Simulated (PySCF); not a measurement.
C4H5ClO.
Cartesian coordinates in Å at the PBE0-D3(BJ)/def2-SVP level; atoms count from 1:
```xyz
11
C4H5ClO angstrom
O      1.725   -1.963    0.607
C      1.208   -1.041    0.075
Cl     1.986   -0.292   -1.376
C     -0.059   -0.397    0.473
C     -0.275    1.092    0.324
C     -1.022    0.159   -0.551
H     -0.478   -0.888    1.355
H      0.543    1.663   -0.121
H     -0.795    1.583    1.150
H     -2.082   -0.022   -0.358
H     -0.717    0.088   -1.597
```

A calculation gives these core lines: C 1s: 291.53 (area 2), 291.83 (area 1), 294.85 (area 1) eV; O 1s: 538.43 eV; Cl 1s: 2828.60 eV; Cl 2p3/2: 206.03 eV.

Theory: delta-SCF UKS SCAN, pcX-2 on the ionised atom, pcseg-1 elsewhere, spin-free X2C (PySCF 2.14.0). Geometry: PBE0-D3(BJ)/def2-SVP, one conformer, isolated molecule.

(1) Order the carbon atoms by C 1s binding energy.

Answers

(1) 291.53 eV: C5/C6 (three-membered-ring carbon); 291.83 eV: C4 (sp3 carbon next to a carbonyl); 294.85 eV: C2 (acyl halide carbon). Lowest listed C 1s: C5/C6, bonded to 2 C and 2 H. Highest, 3.32 eV above it: C2, bonded to O (double bond), Cl and C. The widest gap between neighbouring values is 3.02 eV, between 291.83 and 294.85 eV. Summing the Pauling electronegativity differences to the bonded atoms, each weighted by its formal bond order, gives -0.70 for the lowest site and +2.39 for the highest; no listed site has a larger sum than the highest.

Bonded neighbours of each site: O1: C (double bond); C2: O (double bond), Cl and C; Cl3: C; C4: 3 C and H; C5/C6: 2 C and 2 H.

Problem. Which photon energy gives electrons from C 1s of C2 a kinetic energy of 50 eV, and what is their de Broglie wavelength?

Solution. hν = 294.85 + 50 = 344.85 eV, recoil neglected; λ = 12.264 Å/√(E/eV) = 1.73 Å.

The first atom of each set that the bonding makes equivalent was ionised and stands for the set. The 2p values add to the ΔSCF energy of one spin-free hole a correction within the shell (spin–orbit coupling, ligand field). 2p1/2 minus 2p3/2 (ligand field included): Cl 1.65 eV.
